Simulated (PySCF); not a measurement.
Atom-mapped SMILES (the numbers label the heavy atoms): `[F:1][BH:2][SiH3:3]`; H(Xn) means a hydrogen on atom n.

Geometry: PBE0-D3(BJ)/def2-SVP; GIAO shifts from PySCF 2.14, gas phase, non-relativistic, averaged over equivalent atoms.

At LC-wPBE/pcSseg-2 (171 basis functions, 19 s wall time on 1 thread of an Arm Neoverse N1, shared host):
| atoms | δ (ppm) |
| --- | --- |
| F1 | 89.1 |
| B2 | 80.2 |
| Si3 | -108.8 |
| H(B2) | 6.66 |
| H(Si3) | 3.44 |

Shifts are taken against calculated references (same method and geometry level): CFCl3 for 19F (203.63 ppm); 11B (98.95 ppm) against BF3·OEt2; 29Si (346.67 ppm) and 1H (31.32 ppm) against TMS.

Problem. What do these become at mPW1PW91/pcSseg-2?

Solution. 
```csv
atoms,δ at mPW1PW91/pcSseg-2,change
F1,65.5,-23.6
B2,77.1,-3.1
Si3,-110.9,-2.1
H(B2),6.74,+0.08
H(Si3),3.48,+0.04
```

Shifts are taken against calculated references (same method and geometry level): 19F (σ = 177.19 ppm) vs CFCl3; BF3·OEt2 for 11B (σ = 99.12 ppm); 29Si (σ = 340.01 ppm) and 1H (σ = 31.29 ppm) against TMS.

The largest change is at F1 (fluorine bonded to B). Cost: 171 basis functions, 11 s wall time on 1 thread of an Arm Neoverse N1, shared host.

Unscaled 19F shifts against computed CFCl3 carry errors that often reach 10 to 50 ppm.
